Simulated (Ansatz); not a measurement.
Input file:

```yaml
crystal:
  periodic: [false, false, false]
  atoms:
    - {symbol: Al, position_ang: [0.000000, 0.000000, 0.000000]}
    - {symbol: H, position_ang: [1.585776, 0.015051, -0.000083]}
    - {symbol: H, position_ang: [-0.805923, 1.365794, -0.002790]}
    - {symbol: H, position_ang: [-0.779853, -1.380845, 0.002873]}
basis:
  gaussian: {orbitals: cc-pVDZ}
hamiltonian: {xc: {name: SPW92}}
```

```sh
$ ansatz run in.yaml --threads 1 --pin off --events-out ev --progress --plain --max-ram 2393MiB
```

Log:

```
308 factors; integrals over basis functions are off by at most 1.0e-3 eV
mean field evaluation 1: about -6613.7294 eV, gradient 1.4e1 eV
mean field evaluation 2: about -6614.4187 eV, gradient 6.3e0 eV
mean field evaluation 4: about -6614.6051 eV, gradient 3.7e-2 eV
mean field evaluation 8: about -6614.6025 eV, gradient 4.4e-4 eV
mean field -6614.60245441 eV, -243.0821566609 hartree, gradient 1.0e-5 eV, S^2 0.000000; 0 other end points of the search recorded, 0 dependent functions left out
reference -6614.60249020 eV, -243.0821579762 hartree; 8, 8 occupied and 25, 25 virtual orbitals, 308 factors
Total energy: -6614.60249020 eV, -243.0821579762 hartree
```

Ran on 1 thread of Intel Xeon Platinum 8375C, shared host: 0.27 s wall, 0.09 GiB peak host memory.
